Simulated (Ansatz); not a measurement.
HCl (hydrogen chloride): a two-point extrapolation

HCl has 2 atoms, charge 0, and is taken as a singlet. As SMILES, `Cl`. The shape is that of a PBE0-D4/def2-TZVP optimisation.

```xyz
2

Cl    0.5460   -0.1785    0.2808
H    -0.5460    0.1785   -0.2808
```

MP2 energies, 5 core orbitals frozen (Ansatz 0.2.0):

```tsv
basis	X	functions	Hartree–Fock (Eh)	correlation (Eh)
cc-pVDZ	2	23	-460.089448	-0.146350
cc-pVTZ	3	48	-460.106767	-0.202664
```

The correlation energy converges as X⁻³, the Hartree–Fock energy about exponentially.

Estimate the basis-set limit from the two largest sets.


1. Correlation: E(∞) = (3³ E(3) − 2³ E(2))/(3³ − 2³) = (27 × (-0.202664) − 8 × (-0.146350))/19 = -0.226375 Eh.
2. Hartree–Fock: take the larger basis, -460.106767 Eh; it moved by -17.32 mEh in the last step.
3. Total: -460.106767 + (-0.226375) = -460.333142 Eh.
4. cc-pVTZ holds 89.5 % of the extrapolated correlation energy, cc-pVDZ 64.6 %.

This is an estimate of the method's limit, not an exact energy. Double-zeta sets lie outside the range where X⁻³ holds well, so a D–T extrapolation is rough.
